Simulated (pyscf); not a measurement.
`[NH2][NH][SiH3]` -> `[NH2][SiH2][NH2]`, a concerted two-bond exchange (singlet surface; N–N, H–Si broken, N–Si, H–N formed). Optimised with ωB97X-D3(BJ)/def2-SVP in PySCF. MP2 and CC: frozen core, UHF for open shells. ΔMP2 is the change of the MP2 total energy from the triple- to the quadruple-zeta basis. Energies in kcal/mol from the reactant's lowest minimum found.

Small-basis levels: PySCF, no dispersion term, spherical d functions. 

### Question
Quick B3LYP/6-31G* single points give ΔE‡ = 62.4 kcal/mol and ΔE = -49.8 kcal/mol. What does CCSD(T)/def2-TZVPP + ΔMP2(QZVPP) give, and how far is the quick result from it?

### Answer
CCSD(T)/def2-TZVPP + ΔMP2(QZVPP) gives ΔE‡ = 60.2 kcal/mol and ΔE = -59.3 kcal/mol. B3LYP/6-31G* lies 2.2 kcal/mol over it in the barrier and 9.5 kcal/mol over it in the reaction energy, so on this step it does not hold to within 3.0 kcal/mol. CCSD(T)/def2-TZVPP + ΔMP2(QZVPP) has limits of its own. This is the saddle that the search found; another between the same sides may lie lower. A restricted solution here is unstable towards spin polarisation, so biradical character is likely and single-reference numbers are less safe. The CCSD(T) − MP2 part came from Ansatz, without density fitting, on the same reference. The largest closed-shell T1 diagnostic is 0.036, which may signal static correlation.
